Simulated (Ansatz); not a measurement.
Steps of a relaxation of BClO, SMILES `O=BCl` with RKS PBE0-D4/def2-TZVP.

```sh
$ ansatz run in.yaml --threads 2 --pin off --events-out ev --progress --plain --max-ram 32768MiB --backend cpu
```

```yaml
crystal:
  periodic: [false, false, false]
  atoms:
    - {symbol: O, position_ang: [1.046693, 0.622164, 0.643657]}
    - {symbol: B, position_ang: [0.120826, 0.071496, 0.074264]}
    - {symbol: Cl, position_ang: [-1.167519, -0.693650, -0.717921]}
basis:
  gaussian: {orbitals: def2-TZVP}
hamiltonian: {xc: pbe0, dispersion: d4}
relax: {f_tol: 0.005, max_steps: 150}
```

Positions (Å) and forces (eV/Å) along the path, 4 of 4 steps:

```xyz
3
step=1 energy=-15242.1992 eV
O     1.047    0.622    0.644   -0.986   -0.588   -0.606
B     0.121    0.071    0.074    0.639    0.382    0.393
Cl   -1.168   -0.694   -0.718    0.347    0.205    0.213
3
step=2 energy=-15242.2113 eV
O     1.038    0.617    0.638   -0.135   -0.081   -0.083
B     0.122    0.072    0.075   -0.034   -0.018   -0.021
Cl   -1.161   -0.690   -0.714    0.169    0.099    0.104
3
step=3 energy=-15242.2123 eV
O     1.036    0.616    0.637    0.022    0.012    0.014
B     0.121    0.072    0.075   -0.052   -0.029   -0.032
Cl   -1.157   -0.687   -0.711    0.029    0.017    0.018
3
step=4 energy=-15242.2123 eV
O     1.036    0.615    0.637    0.001    0.000    0.001
B     0.121    0.072    0.074   -0.002    0.000   -0.001
Cl   -1.156   -0.687   -0.711    0.000    0.000    0.000
```

Run time 3.4 s (2 threads of an AMD EPYC 7R13 on a shared host); peak host memory 0.18 GiB.
